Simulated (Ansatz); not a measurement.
Kohn–Sham single points on C₄H₆O, SMILES `C=CCC=O`.

```yaml
crystal:
  periodic: [false, false, false]
  atoms:
    - {symbol: C, position_ang: [-0.522747, 1.147403, 1.394837]}
    - {symbol: C, position_ang: [-0.647214, 0.167199, 0.513430]}
    - {symbol: C, position_ang: [0.499717, -0.554122, -0.104015]}
    - {symbol: C, position_ang: [0.437358, -0.667728, -1.602400]}
    - {symbol: O, position_ang: [-0.474406, -0.293252, -2.284782]}
    - {symbol: H, position_ang: [0.450989, 1.498061, 1.723557]}
    - {symbol: H, position_ang: [-1.390062, 1.638658, 1.819535]}
    - {symbol: H, position_ang: [-1.635682, -0.148480, 0.192681]}
    - {symbol: H, position_ang: [0.563018, -1.589569, 0.266238]}
    - {symbol: H, position_ang: [1.460115, -0.097523, 0.163062]}
    - {symbol: H, position_ang: [1.324313, -1.157746, -2.061442]}
basis:
  gaussian: {orbitals: def2-TZVPP}
hamiltonian: {xc: pbe, dispersion: d4}
output: {forces: true, orbitals: {seedname: orbitals}}
```

```sh
$ ansatz run in.yaml --threads 4 --pin off --events-out ev --progress --plain --max-ram 10444MiB
```

Shortened log:

```
Functional definition: PBE
1225 factors; their error is unknown
mean field evaluation 1: about -6273.2976 eV, gradient 7.6e1 eV
mean field evaluation 2: about -6248.7502 eV, gradient 1.3e2 eV
mean field evaluation 4: about -6286.0966 eV, gradient 1.4e1 eV
mean field evaluation 8: about -6286.4452 eV, gradient 1.1e-1 eV
mean field evaluation 16: about -6286.4144 eV, gradient 1.2e-2 eV
mean field -6286.41436974 eV, -231.0214670031 hartree, gradient 2.8e-5 eV, S^2 0.000000; 0 other end points of the search recorded, 0 dependent functions left out
reference -6286.41441095 eV, -231.0214685176 hartree; 19, 19 occupied and 220, 220 virtual orbitals, 1225 factors
Total energy: -6286.60330607 eV, -231.0284102852 hartree
Atom 0 at    -0.522747     1.147403     1.394837 Å, force     0.008433     0.282344     0.250225 eV/Å
Atom 1 at    -0.647214     0.167199     0.513430 Å, force     0.007096    -0.280463    -0.197839 eV/Å
Atom 2 at     0.499717    -0.554122    -0.104015 Å, force    -0.064732     0.056074     0.048346 eV/Å
Atom 3 at     0.437358    -0.667728    -1.602400 Å, force     0.602971    -0.259750     0.435111 eV/Å
Atom 4 at    -0.474406    -0.293252    -2.284782 Å, force    -0.886637     0.366180    -0.681194 eV/Å
Atom 5 at     0.450989     1.498061     1.723557 Å, force     0.200894     0.080051     0.077918 eV/Å
Atom 6 at    -1.390062     1.638658     1.819535 Å, force    -0.173957     0.118060     0.096518 eV/Å
Atom 7 at    -1.635682    -0.148480     0.192681 Å, force    -0.212993    -0.073759    -0.076153 eV/Å
Atom 8 at     0.563018    -1.589569     0.266238 Å, force     0.039802    -0.220110     0.077335 eV/Å
Atom 9 at     1.460115    -0.097523     0.163062 Å, force     0.215698     0.072924     0.068351 eV/Å
Atom 10 at     1.324313    -1.157746    -2.061442 Å, force     0.263424    -0.141551    -0.098618 eV/Å
Dipole moment:     0.336097    -0.157352     0.364117 e Å
```

Run time 1.1 s (4 threads of an Intel Xeon 6975P-C on a shared host); peak host memory 0.27 GiB.

The same input with `hamiltonian: {xc: {name: r2SCAN0}, dispersion: d4}` and no forces (abridged; 1.6 s):

```
Functional definition: r2SCAN0
mean field evaluation 16: about -6289.8374 eV, gradient 1.2e-5 eV
mean field -6289.83740244 eV, -231.1472611348 hartree, gradient 1.2e-5 eV, S^2 0.000000
Total energy: -6289.89252030 eV, -231.1492866789 hartree
```

With the line `hamiltonian: {xc: r2scan, dispersion: d4}` (abridged; 1.9 s):

```
Functional definition: r2SCAN
mean field evaluation 16: about -6290.6332 eV, gradient 5.3e-4 eV
mean field -6290.63324276 eV, -231.1765077272 hartree, gradient 4.5e-5 eV, S^2 0.000000
Total energy: -6290.68151871 eV, -231.1782818354 hartree
Atom 0 force     0.007243     0.162078     0.142063 eV/Å
Atom 1 force    -0.078724    -0.095954    -0.073880 eV/Å
Atom 2 force     0.041864     0.007842     0.081257 eV/Å
Atom 3 force     0.242197    -0.120583     0.102169 eV/Å
Atom 4 force    -0.323400     0.137422    -0.227379 eV/Å
Atom 5 force    -0.009602    -0.008101    -0.004600 eV/Å
Atom 6 force     0.014626    -0.004329    -0.008515 eV/Å
Atom 7 force     0.003884    -0.010454    -0.009132 eV/Å
Atom 8 force     0.019351    -0.014998    -0.002169 eV/Å
Atom 9 force     0.013512    -0.016522     0.011227 eV/Å
Atom 10 force     0.069047    -0.036401    -0.011041 eV/Å
Dipole moment:     0.354306    -0.164590     0.376237 e Å
```

Changing it to `hamiltonian: {xc: {name: B97M-V}}` and no forces (abridged; 2.9 s):

```
Functional definition: B97M-V
mean field evaluation 16: about -6293.8366 eV, gradient 5.2e-4 eV
mean field -6293.83657026 eV, -231.2942278415 hartree, gradient 6.7e-5 eV, S^2 0.000000
Total energy: -6293.83662755 eV, -231.2942299468 hartree
```

Changing it to `hamiltonian: {xc: {name: B2PLYP}}` and no forces (abridged; 2.2 s):

```
Functional definition: B2PLYP
mean field evaluation 16: about -6281.2633 eV, gradient 2.8e-4 eV
mean field -6281.26325592 eV, -230.8321670617 hartree, gradient 9.0e-6 eV, S^2 0.000000
5 core orbitals not correlated: weight in the atoms' cores, before any rotation towards them, 1.000 or more for the frozen orbitals, at most 0.000 for the correlated occupied ones
second order -29.07123501 eV of doubles, -0.00000000 eV of singles
Total energy: -6289.11265973 eV, -231.1206273313 hartree
```

The same input with `hamiltonian: {xc: {name: B3LYP}, dispersion: d4}` (abridged; 1.8 s):

```
Functional definition: B3LYP
mean field evaluation 16: about -6294.5616 eV, gradient 6.1e-4 eV
mean field -6294.56161715 eV, -231.3208728231 hartree, gradient 2.3e-5 eV, S^2 0.000000
Total energy: -6294.86270652 eV, -231.3319376535 hartree
Atom 0 force    -0.007303     0.112677     0.097948 eV/Å
Atom 1 force    -0.183518     0.002114     0.017466 eV/Å
Atom 2 force     0.160197    -0.098798     0.103908 eV/Å
Atom 3 force     0.255815    -0.123188    -0.027922 eV/Å
Atom 4 force    -0.215891     0.088622    -0.185917 eV/Å
Atom 5 force    -0.072234    -0.013428    -0.014021 eV/Å
Atom 6 force     0.067235    -0.022453    -0.019584 eV/Å
Atom 7 force     0.069482     0.021002     0.027918 eV/Å
Atom 8 force     0.005451     0.040136    -0.007995 eV/Å
Atom 9 force    -0.041532    -0.026829    -0.008104 eV/Å
Atom 10 force    -0.037703     0.020145     0.016304 eV/Å
Dipole moment:     0.362218    -0.166787     0.377200 e Å
```

B3LYP takes the VWN-RPA correlation (the form of Gaussian; ORCA's B3LYP/G).
